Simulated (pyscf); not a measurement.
Elementary routes open to H₂B–CH₃ (SMILES BC) + HF (SMILES F) in the gas phase (singlet surface):
A. H₃C–F (SMILES CF) + BH₃ (SMILES B) (B–C, C–H, F–H broken; C–F, C–H, B–H formed)
B. H₂B–F (SMILES BF) + CH₄ (SMILES C) (B–C, F–H broken; B–F, C–H formed)
C. H₃C–BH–F (SMILES CBF) + H₂ (SMILES [H][H]) (B–H, F–H broken; B–F, H–H formed)
D. H₂B–CH₂–F (SMILES BCF) + H₂ (SMILES [H][H]) (C–H, B–H, F–H broken; C–F, B–H, H–H formed)

Single points on ωB97X-D3(BJ)/def2-SVP structures (PySCF, gas phase).

Rank the routes by free-energy barrier at 600 K, lowest first, for ωB97M-D3(BJ)/def2-TZVP energies (ideal gas, 1 atm, RRHO with modes under 100 cm⁻¹ raised to 100, one conformer, R ln 2 for chiral ones without a mode under 150 cm⁻¹).

C (29.3 kcal/mol), B (34.8 kcal/mol), D (71.7 kcal/mol), A (87.8 kcal/mol)

Route C is the fastest of these, ahead of the next by 5.4 kcal/mol. The most stable products are those of C (ΔG = -33.4 kcal/mol), so kinetics and thermodynamics agree. At 1200 K C is still the fastest. Only these routes are compared; each barrier is that of the saddle found, and lower ones may exist.
